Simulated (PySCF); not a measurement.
**Which determinant of AlSi lies lowest?**

Unrestricted PBE0; basis Al def2-TZVPP, Si def2-TZVPP; no relativity; PySCF 2.14. Outer shells of the fragments: Al 3s2 3p1; Si 3s2 3p2.

Followed along the bond (rough minima from three points):

```json
{"2Ms+1": "4", "unpaired": "σ ↑, π ↑↑", "⟨S²⟩ at the start": "3.75", "R at minimum (Å)": "2.42", "Te (eV)": "0.00"}
{"2Ms+1": "2", "unpaired": "σ ↓, π ↑↑", "⟨S²⟩ at the start": "1.78", "R at minimum (Å)": "2.40", "Te (eV)": "0.25"}
{"2Ms+1": "2", "unpaired": "σ ↑, π ↑↓", "⟨S²⟩ at the start": "1.78", "R at minimum (Å)": "2.41", "Te (eV)": "0.33"}
{"2Ms+1": "2", "unpaired": "π ↑", "⟨S²⟩ at the start": "0.78", "R at minimum (Å)": "2.26", "Te (eV)": "1.05"}
{"2Ms+1": "2", "unpaired": "σ ↑", "⟨S²⟩ at the start": "0.76", "R at minimum (Å)": "2.43", "Te (eV)": "1.07"}
```

Solutions found at the starting distance of 2.310 Å, counted from the lowest of them; the search is not exhaustive and high or unbound solutions are not listed, so other states can lie among these:

```
2Ms+1   unpaired   term  E (eV)  ⟨S²⟩  ⟨Lz²⟩  μ (D)
    4  σ ↑, π ↑↑    ⁴Σ⁻    0.00  3.75   0.00  -1.17
    2  σ ↓, π ↑↑  mixed    0.23  1.78   0.00  -1.31
    2  σ ↑, π ↑↓  mixed    0.32  1.78   2.03  -1.19
    2        π ↑     ²Π    1.02  0.78   1.01  -2.04
    2        σ ↑  mixed    1.09  0.76   2.00  -0.99
    2        π ↑     ²Π    1.35  0.76   1.01   0.57
    4      π ↑↑↑     ⁴Π    2.50  3.78   1.01  -0.70
    4  σ ↑, π ↑↑  mixed    2.87  3.76   2.02   0.91
```

A term symbol is given only where ⟨S²⟩ and ⟨Lz²⟩ are close to those of a pure state; real π, δ and φ orbitals otherwise mix terms. A positive dipole means Al(−)Si(+).
